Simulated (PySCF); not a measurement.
Work out the structure from these simulated measurements.

Formula: C5H9N.

* Dipole: 3.92 D [PBE0/pcSseg-1]
* Rotational structure: rotational constants A, B, C: 4.542, 2.987, 2.987 GHz [GFN2-xTB]
* 1H NMR: chemical shifts (computed TMS as zero) by class: 1.49 (9 H) ppm [GIAO PBE0/pcSseg-1]
* 13C NMR: chemical shifts (computed TMS as zero) by class: 178.7 (1 C), 48.7 (1 C), 33.6 (3 C) ppm [GIAO PBE0/pcSseg-1]
* NMR, other nuclei: isotropic shieldings of nuclei other than C and H, by class: 52 (1 N) ppm [GIAO PBE0/pcSseg-1]

The electronic properties come from PySCF, for the isolated species, density fitting. Levels stand in brackets. Isolated species at its GFN2-xTB geometry, gas phase. Each NMR value is the plain mean over a class of atoms that symmetry, rotation or inversion makes alike.

Q: Give a SMILES that accounts for the data.

A: Numbering: `[C-:1]#[N+:2][C:3]([CH3:4])([CH3:5])[CH3:6]`. 5 carbons fall into 3 classes; from least to most shielded: isocyanide carbon [C1] (178.7 ppm), sp3 carbon bound to nitrogen [C3] (48.7 ppm), methyl carbon [C4/C5/C6] (33.6 ppm, 3 C). All hydrogens form one class (1.49 ppm): methyl hydrogen. The other shieldings belong to: 52 ppm, isocyanide nitrogen [N2]. The optimised geometry has point group C3v and is a prolate symmetric top. Structure: `[C-]#[N+]C(C)(C)C`. The assignments are read from this structure; whether some other isomer fits the data as well wasn't checked.
